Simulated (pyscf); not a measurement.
Optimised with ωB97X-D3(BJ)/def2-SVP in PySCF.

Q: Estimate the classical barrier height and the reaction energy of H₂N–SiH₂–NH₂ + H• → •HN–SiH₂–NH₂ + H₂ at ωB97M-D3(BJ)/def2-TZVP. The step runs on the doublet surface, breaks H–N and forms H–H; take the separated reactants as zero.

A: ΔE‡ = 17.3 kcal/mol, ΔE = +9.0 kcal/mol. Zero-point energy shifts the barrier by -1.0 kcal/mol. It is a hydrogen abstraction, with an imaginary mode of 1184i cm⁻¹. This saddle turned up in a search for another step; its sides and bond changes are read from the two ends of the descent. The same reactants have a lower exit, to H₂N–SiH•–NH₂ + H₂ (barrier +4.2 kcal/mol at ωB97M-D3(BJ)/def2-TZVP, against +17.3 kcal/mol here). •HN–SiH₂–NH₂ lies 18.4 kcal/mol over its isomer H₂N–SiH•–NH₂ (electronic energy, ωB97M-D3(BJ)/def2-TZVP). One saddle was located; it need not be the lowest between these sides. The angle at the transferred H is 158°.
